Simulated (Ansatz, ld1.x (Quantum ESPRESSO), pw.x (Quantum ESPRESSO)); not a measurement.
From atom to crystal: TM potential for Ba (Z = 56)

* Element: Ba
* Generator: ld1.x (Quantum ESPRESSO) 7.5
* Type: norm-conserving Troullier–Martins (Kleinman–Bylander form)
* Functional: LDA (PW92)
* Relativity: scalar-relativistic
* Frozen core: [Kr] 4d10 5s2
* Valence charge: 8
* Reference configuration: 5p6 5d0 6s2 6p0
* Partial waves: 6s (bound): rc 4.05 bohr; 5d (bound, empty): rc 2.65 bohr; 5p (bound): rc 2.10 bohr
* Local potential: the p channel
* Core correction: a·sin(br)/r model core inside 1.90 bohr

Atomic tests: cutoffs needed: 25 Ry and 45 Ry (the cutoffs (Ry, on a coarse ladder) from which the occupation-weighted sum of valence levels, in a spherical-Bessel basis at the reference potential, stays within 10 and 1 mRy of its value at 400 Ry); ghost test: ghost state, extra bound levels that the all-electron valence spectrum of the same l lacks: s at -5.9 eV; a true bound ghost makes a file unfit for plane-wave use (spherical-Bessel basis up to 400 Ry, 20 bohr box); configuration tests: 5 of 9 tests not solved or not reliable.

Crystal test: diamond Ba in pw.x 7.5, no spin, 8³ k-points, Fermi–Dirac smearing 0.01 Ry, cutoffs 55/220 Ry. The reference is all-electron LAPW (Ansatz 0.2.0) with the same functional, mesh and smearing; V0 and B0 come from Birch–Murnaghan fits to the pressures at five volumes. Errors are pseudo minus all-electron; Δ is the rms difference of the E(V) curves that follow from these fits, minima aligned, over ±6 % about the mean V0. Mesh and smearing are coarse, so the numbers serve the comparison and aren't converged zero-temperature values; the lattice is a test structure that the element need not adopt.

All-electron: a0 = 7.292 Å (V0 = 48.46 Å³/atom), B0 = 18.0 GPa.

Question: How far does the potential miss the all-electron equation of state?

Answer: mean pressure error (GPa): +1.53. The pressure does not cross zero within the volumes sampled, so no fit is given. The largest radius (4.05 bohr) exceeds half the bond length (2.98 bohr), so the spheres overlap, which is one possible source of error among others. This is a poor potential for the solid. Note: ghost state, extra bound levels that the all-electron valence spectrum of the same l lacks: s at -5.9 eV. A true bound ghost makes a file unfit for plane-wave use. Atomic configuration tests: 5 of 9 tests not solved or not reliable.

| V (Å³/atom) | P all-electron (GPa) | P pseudo (GPa) |
| --- | --- | --- |
| 45.951 | 1.15 | 2.57 |
| 47.160 | 0.54 | 2.03 |
| 48.369 | 0.03 | 1.58 |
| 49.578 | -0.38 | 1.21 |
| 50.787 | -0.71 | 0.90 |

Question: At the middle volume, how do free energy and pressure move when the wave cutoff is lowered (ecutrho kept at four times it)?

Answer:

| cutoff (Ry) | shift of F (meV/atom) | shift of P (GPa) |
| --- | --- | --- |
| 25 | +96.0 | -0.33 |
| 33 | +72.4 | -0.49 |
| 44 | +8.1 | -0.26 |

The run at the middle volume (29 k-points, 17 iterations) took about 50 s on one core of a shared host (Neoverse-V1, 32 threads, 247 GiB, load 15).
